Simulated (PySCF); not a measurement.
Level of theory: PySCF with PBE-D3(BJ)/def2-TZVP // B3LYP-D3(BJ)/def2-TZVP. Isolated molecules, 0 K electronic values unless said otherwise. One relaxed conformer stands for a flexible species; it need not be the lowest. Excitations are Tamm–Dancoff values on a coarser integration grid. The basis has no diffuse functions, so Rydberg states are missing or too high.

Reference species (SMILES): `C=CC` (neutral, multiplicity 1).

The S1 oscillator strength is 0.000. The brightest of the four lowest singlets (TDA) comes out as 7.91 eV.

Changed species: `C(CF)C=C` (C–C–C–C torsion 116°, C–C–C–F torsion 176°) (X = fluoromethyl; the reference has X = H).

Q: Predict the effect on the S1 oscillator strength and brightest of the four lowest singlets (TDA).

A: the S1 oscillator strength hardly moves; the brightest of the four lowest singlets (TDA) falls by 1.05 eV, to 6.86 eV.
